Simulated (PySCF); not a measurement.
Gas-phase reaction: 2 HPO3 + PH3 ⇌ 3 HPO2 + H2

Energies from PySCF (xtb for GFN2), thermal terms from the rigid-rotor harmonic-oscillator model, ideal gas at 1 bar. † marks an energy on the PBE0/def2-TZVP geometry and frequencies; other levels use their own. MP2 and CCSD(T) freeze the core. All species are closed-shell singlets. B3LYP is the form with VWN-RPA correlation. HPO3, HPO2: computed as isolated molecules; such fragments, hydroxides, amides, oligomers or adducts are transient or little studied in the gas. MP2 isn't extrapolated to the basis-set limit. CCSD(T) isn't extrapolated to the basis-set limit.

```tsv
level	ΔH°(298 K), kJ
B3LYP/def2-TZVP†	___
BLYP/def2-TZVP†	-23
CCSD(T)/def2-TZVPP†	18
GFN2-xTB	-74
MP2/def2-TZVPP†	___
PBE0/def2-QZVP†	___
r2SCAN/def2-TZVP†	59
ωB97X-V/def2-TZVP†	___
```

Q: What belongs in the gaps?

A: 
- B3LYP/def2-TZVP†, ΔH°(298 K), kJ: 5
- MP2/def2-TZVPP†, ΔH°(298 K), kJ: 33
- PBE0/def2-QZVP†, ΔH°(298 K), kJ: 41
- ωB97X-V/def2-TZVP†, ΔH°(298 K), kJ: 34
